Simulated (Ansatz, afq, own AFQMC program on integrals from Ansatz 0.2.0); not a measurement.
## AlC, quartet: AFQMC among the cluster methods

```yaml
atoms:
  - { symbol: Al, position_ang: [0.0000, 0.0000, 0.0000] }
  - { symbol: C, position_ang: [0.0000, 0.0000, 1.9668] }
```

Basis cc-pVDZ. Noble-gas cores (and the filled d shells of Ga–Kr and In–Xe) are frozen. Integrals, coupled cluster, full CI and functionals: Ansatz 0.2.0; the random walks run on the same integrals in our own AFQMC program. The CISD trial takes its coefficients from CCSD amplitudes. Released means that phaseless walkers are propagated on without the constraint, phases kept. ± is one standard error of the sampling.

Determinant: UHF, the one that the program's search chose, which needn't be the lowest solution. The geometry is a point of a scan.

Full CI on the same integrals is exact in this basis and with this determinant's frozen core.

Cautions: lower spins were not checked; raised T1 diagnostic (T1 0.044, weight of the determinant 0.87, largest double 0.09); the released energies have errors that jump between times, so the bars are unsure, so no released level is given (meV from the phaseless value at times in 1/Eh: 5 ± 9 at 0.24, -6.5 ± 2.3 at 0.51, -13.5 ± 2.2 at 0.99, -16.2 ± 1.7 at 1.62, -17 ± 3 at 2.40).

The T1 diagnostic is 0.0435. The weight of the determinant in the CISD state is 0.866 and the ⟨S²⟩ of the determinant is 3.756. The size of the correlated space is 7 electrons in 26 orbitals.

Reference: full CI, correlation energy -3.891 eV.

```csv
level,E − E(reference) (mEh),share of correlation (%)
HF,143.01,0.00
MP2,38.76,72.90
CCSD,6.30,95.59
CCSD(T),1.82,98.72
CCSDT,0.33,99.77
CCSDT(Q),0.00,100.00
CCSDTQ,0.01,99.99
ph-AFQMC/HF,2.17 ± 0.55,98.48
ph-AFQMC/CISD,0.94 ± 0.09,99.34
```

CCSDT and higher add their correlation energy to the determinant of the CCSD(T) run, since their own runs factorise the integrals more tightly (a shift of under 2 meV). A walk keeps the symmetry of its determinant, which the program's search chose and which needn't be the lowest solution, so a lower state of the same spin and another symmetry isn't excluded.
